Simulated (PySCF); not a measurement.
**The bond of Al2, level by level**

One table from this session's results is given with a row withheld; the runs are named, their logs left out.

Computed with PySCF 2.14.0. Level: Al def2-TZVPP, no relativity.

The first run:

The job is set up so:

```json
{
 "atoms": "Al, Al",
 "charge": "0",
 "basis": "Al def2-TZVPP",
 "Hamiltonian": "no relativity",
 "basis functions": "84",
 "electrons treated": "26",
 "masses in u": "26.9815, 26.9815",
 "levels": "PBE0, PBE, r²SCAN, TPSS, BHandHLYP, revPBE, TPSSh, LC-ωPBE, HF, MP2, SCS-MP2, CCSD, CCSD(T)",
 "grid": "80 radial by 434 angular points",
 "occupations": "held fixed by the projection of orbital angular momentum",
 "dissociation limit": "Al + Al, each in its ground configuration",
 "starting distance in angstrom": "2.390",
 "values of 2S to try": "0, 2"
}
```

The run is started by

```
OMP_NUM_THREADS=1 python dia.py task.json out
```

Steps of the session up to this table: Set-up; First curve: PBE0; Higher solutions at PBE0; PBE (GGA); r²SCAN (meta-GGA); TPSS; BHandHLYP; revPBE (GGA); TPSSh; LC-ωPBE (range-separated hybrid); UHF (mean field); MP2 and coupled cluster.

One of the session's tables, all rows but one given; the rest of the session is left out.

Energy (eV) from each level's lowest point:

```
R (Å)    UHF  UHF-MP2  UHF-SCS-MP2  UHF-CCSD  UHF-CCSD(T)
2.353  0.486    0.415        0.406       n/a          n/a
2.462  0.227    0.177        0.170     0.181        0.179
2.572  0.079    0.049        0.045     0.053        0.052
2.654      ?        ?            ?         ?            ?
2.736  0.000    0.000        0.000     0.000        0.000
2.818  0.005    0.019        0.022     0.017        0.017
2.928  0.044    0.075        0.082     0.068        0.069
3.064  0.130    0.178        0.190     0.165        0.165
3.228  0.265    0.330        0.350     0.308        0.306
3.447  0.476    0.553        0.584       n/a          n/a
```

Q: Estimate the row for R (Å) = 2.654 from the others.

Worked estimate for «UHF». A straight line through the neighbours (2.572, 0.079) and (2.736, 0.000) gives 0.079 + (0.000 − 0.079) × (2.654 − 2.572) / (2.736 − 2.572) = 0.040; a parabola fitted to 4 rows on both sides gives 0.020.

**Answer.** UHF: 0.022; UHF-MP2: 0.007; UHF-SCS-MP2: 0.005; UHF-CCSD: 0.009; UHF-CCSD(T): 0.009. In «UHF» the line misses by +0.018 and the parabola by -0.002.

Limits of these values: Lowest PBE0 solution found, without spin–orbit coupling: ³Πu (triplet), unpaired electrons σ ↑, π ↑. Warnings in the runs' records: inverted.
